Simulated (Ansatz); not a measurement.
**[SiH$_{3}$···H···O], triplet: transfer scan**

Starting geometry:

```yaml
atoms:
  - { symbol: Si, position_ang: [-1.0438, 0.0000, 0.0000] }
  - { symbol: H, position_ang: [-1.5386, 1.3997, 0.0000] }
  - { symbol: H, position_ang: [-1.5386, -0.6999, 1.2122] }
  - { symbol: H, position_ang: [-1.5386, -0.6999, -1.2122] }
  - { symbol: H, position_ang: [0.4409, 0.0000, 0.0000] }
  - { symbol: O, position_ang: [2.0952, 0.0000, 0.0000] }
```

From there H5 is moved from one fragment to the other while all else, the fragments' distance too, stays fixed, so the hump isn't the reaction's barrier; atoms are numbered as listed. Energies are in eV, counted from the starting geometry at the same level.

Basis cc-pVDZ; Ansatz 0.2.0. Correlated methods freeze the noble-gas cores. Prefix R: restricted or restricted open-shell reference; prefix U: unrestricted.

For open shells CISD is restricted-active-space CI with the open shells as a complete middle space.

Full CI isn't at hand for all of this; UCCSDT(Q) serves as the reference, and is uncertain by about the last step of the cluster series. The frozen core follows each run's orbitals, which can shift R against U totals by a few meV.

| distance Si1-H5 (Å) | UCCSDT(Q) | curve A | curve B | curve C | curve D |
| --- | --- | --- | --- | --- | --- |
| 1.381 | 0.075 | 0.044 | 0.056 | 0.052 | 0.075 |
| 1.485 | 0.000 | 0.000 | 0.000 | 0.000 | 0.000 |
| 1.580 | 0.089 | 0.136 | 0.117 | 0.127 | 0.090 |
| 1.674 | 0.228 | 0.348 | 0.295 | 0.323 | 0.230 |
| 1.769 | 0.318 | 0.534 | 0.423 | 0.462 | 0.323 |
| 1.864 | 0.274 | 0.481 | 0.362 | 0.192 | 0.282 |
| 1.959 | 0.086 | 0.255 | 0.082 | -0.007 | 0.093 |
| 2.054 | -0.158 | -0.039 | -0.242 | -0.268 | -0.152 |
| 2.149 | -0.292 | -0.217 | -0.415 | -0.425 | -0.288 |

**Question.** The curves come from CISD, RCCSDT, RMP2, UMP2. Compare each with UCCSDT(Q) and say which is which.

**Answer.** A: CISD, B: UMP2, C: RMP2, D: RCCSDT. Spread of the error against UCCSDT(Q), over the points where both stand: A 0.247, B 0.229, C 0.278, D 0.008 eV.
